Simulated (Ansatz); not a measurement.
**Al2H, quartet: vertical spin and charge gaps**

Geometry (PBE0/def2-TZVP stationary point for this spin, not checked as a minimum):

```xyz
3

Al    0.0000    0.0000    0.2591
Al    0.0000    0.0000   -2.1014
H     0.0000    0.0000    1.8423
```

Basis 6-31G; Ansatz 0.2.0. Correlated methods freeze the noble-gas cores. Prefix R: restricted or restricted open-shell reference; prefix U: unrestricted. Active spaces: valence = (7e, 9o) chosen from the atoms' valence shells.

Gaps are energies of the second state less the first, at fixed atoms, for a selection of the levels run; each method lands on the state that its own search finds for that charge and spin.

HF rows are the lowest solutions found. Coupled cluster chose its determinant by trial CCSD, here up to 0.15 eV above the lowest Hartree–Fock solution of its kind, and MP2 stands on that determinant too. For open shells CISD and CISDTQ are restricted-active-space CI with the open shells as a complete middle space.

PBE gives 10.989 eV for removing an electron, to the quintet. Estimate what full CI gives in 6-31G.

Full CI in 6-31G gives 10.512 eV, so against it PBE is off by 0.477 eV.

Large singles or doubles amplitudes warn of static correlation in the Al2H⁺ quintet.

```tsv
level	gap (eV)	error (meV)
RHF	10.126	-386
UHF	10.128	-384
RMP2	10.556	44
UMP2	10.539	27
CISD	10.459	-53
RCCSD	10.539	27
UCCSD	10.530	18
RCCSD(T)	10.532	20
UCCSD(T)	10.527	15
BCCD(T)	10.526	14
RCCSDT	10.508	-4
UCCSDT	10.508	-4
CISDTQ	10.510	-2
RCCSDT(Q)	10.510	-2
UCCSDT(Q)	10.509	-3
RCCSDTQ	10.511	-1
UCCSDTQ	10.511	-1
CASSCF (valence space)	10.299	-213
NEVPT2 (valence space)	10.435	-77
MRCISD (valence space)	10.505	-7
MRCISD+Q (valence space)	10.511	-1
r2SCAN	10.923	411
PBE0	11.118	606
B3LYP	11.176	664
wB97M-V	11.296	784
B2PLYP	10.975	463
RPA-PBE	10.438	-74
```

Doublet less quartet: 0.029 eV at full CI (quartet A2, doublet B1, in C2v).

```tsv
level	gap (eV)	error (meV)
RHF	0.268	239
RMP2	0.156	127
UMP2	0.164	135
CISD	0.075	46
RCCSD	0.026	-3
UCCSD	0.028	-1
RCCSD(T)	0.027	-2
UCCSD(T)	0.028	-1
BCCD(T)	0.027	-2
RCCSDT	0.026	-3
UCCSDT	0.026	-3
CISDTQ	0.032	3
RCCSDT(Q)	0.028	-1
UCCSDT(Q)	0.028	-1
RCCSDTQ	0.029	0
UCCSDTQ	0.029	0
CASSCF (valence space)	0.085	56
NEVPT2 (valence space)	0.049	20
MRCISD (valence space)	0.030	1
MRCISD+Q (valence space)	0.028	-1
wB97M-V	-0.487	-516
```

Wrong sign: wB97M-V.

PBE gives 7.075 eV for removing an electron, to the triplet. Estimate what full CI gives in 6-31G.

Full CI in 6-31G gives 6.628 eV, so against it PBE is off by 0.447 eV.

```json
{"level": "RMP2", "gap (eV)": "6.606", "error (meV)": "-22"}
{"level": "UCCSD", "gap (eV)": "6.608", "error (meV)": "-20"}
{"level": "RCCSD(T)", "gap (eV)": "6.623", "error (meV)": "-5"}
{"level": "UCCSDT", "gap (eV)": "6.622", "error (meV)": "-6"}
{"level": "RCCSDTQ", "gap (eV)": "6.628", "error (meV)": "0"}
{"level": "UCCSDTQ", "gap (eV)": "6.628", "error (meV)": "0"}
{"level": "NEVPT2 (valence space)", "gap (eV)": "6.556", "error (meV)": "-72"}
{"level": "MRCISD (valence space)", "gap (eV)": "6.620", "error (meV)": "-8"}
{"level": "r2SCAN", "gap (eV)": "7.170", "error (meV)": "542"}
```

PBE gives 5.924 eV for sextet less quartet. Estimate what full CI gives in 6-31G.

Full CI in 6-31G gives 5.718 eV, so against it PBE is off by 0.206 eV.

```tsv
level	gap (eV)	error (meV)
RHF	5.003	-715
UCCSD	5.703	-15
CISDTQ	5.716	-2
RCCSDT(Q)	5.716	-2
NEVPT2 (valence space)	5.707	-11
MRCISD+Q (valence space)	5.724	6
r2SCAN	5.772	54
PBE0	5.947	229
B2PLYP	6.140	422
RPA-PBE	5.661	-57
```

In so small a basis the reference is far from its limit while semilocal and hybrid functionals are nearer theirs (RPA and double hybrids share much of the reference's basis error), so the functionals' errors here hold much of the reference's basis and frozen-core error, which can add to them or hide them.

Full CI is exact within this basis and frozen core; it isn't the basis-set limit. The frozen core follows each run's orbitals, which can shift R against U totals by a few meV.
